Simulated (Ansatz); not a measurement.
A nudged elastic band was laid between two geometries of CH₆OSi (9 atoms, charge 0, multiplicity 1).

The calculation used Ansatz, RKS B3LYP-D4/def2-SVP.

```json
{"movable images": "5", "climbing image": "yes", "spring": "5.0 eV/Å²", "optimiser": "quadratic models (default)", "start path": "through a guess of the saddle point", "force threshold": "0.05 eV/Å", "iteration limit": "60", "end points": "relaxed"}
```

First end point:

```xyz
9
Properties=species:S:1:pos:R:3
Si 0.237 -0.083 0.203
H 0.424 0.083 1.678
H 1.526 0.146 -0.499
H -0.780 0.919 -0.248
O -0.248 -1.631 -0.175
C -1.447 -2.216 0.274
H -1.461 -2.336 1.375
H -2.335 -1.622 -0.016
H -1.543 -3.216 -0.179
```

Last end point:

```xyz
9
Properties=species:S:1:pos:R:3
Si -0.872 0.257 0.662
H 1.909 -0.026 0.960
H 1.976 0.142 0.218
H -0.412 1.120 -0.523
O -1.192 -1.101 -0.266
C -1.662 -2.330 0.245
H -1.827 -2.297 1.340
H -2.614 -2.594 -0.245
H -0.932 -3.127 0.025
```

Q: Which bonds break or form, and what moves?

A: Bonds broken: Si1–H2, Si1–H3. Bonds formed: H2–H3. CH6OSi becomes CH4OSi + H2.

Q: What energy profile does the band end with?

A: The forces met the threshold. The highest image is number 4 of 0 to 6, 274.8 kJ/mol above the first end and 86.1 kJ/mol above the last; the last end lies 188.7 kJ/mol above the first. The profile has 2 maxima (images 1, 4) with wells between them (image 2): this band takes more than one step, which may be the mechanism or a detour left from its start path. Neighbouring images differ by up to 2.8 eV, so the band resolves the path poorly. A vibrational analysis at the climbing image gives one clearly imaginary mode, 1263i cm⁻¹: a first-order saddle point. The orbitals stay closed-shell, which can raise the energy where a bond breaks towards radicals; this wasn't checked here.

```
image  path coordinate (Å)  energy (kJ/mol)  Si1–H2 (Å)  Si1–H3 (Å)  H2–H3 (Å)
    0                 0.00              0.0        1.50        1.49       2.44
    1                 1.18              4.5        1.50        1.49       2.44
    2                 2.36              0.3        1.50        1.50       2.42
    3                 3.54              4.9        1.49        1.49       2.37
    4                 4.72            274.8        1.52        1.73       1.21
    5                 5.46            193.3        2.22        2.34       0.77
    6                 6.21            188.7        2.81        2.88       0.76
```

Q: What is the geometry of the highest image?

A: 
```xyz
9
Properties=species:S:1:pos:R:3
Si -0.218 0.100 0.543
H 1.192 -0.220 1.027
H 1.361 0.013 -0.151
H -0.195 1.326 -0.296
O -1.011 -1.111 -0.293
C -1.569 -2.271 0.285
H -1.835 -2.131 1.350
H -2.484 -2.540 -0.268
H -0.868 -3.123 0.218
```

The run took 5.1 min on 1 thread of Arm Neoverse V1 (shared host), peak memory 0.14 GiB.
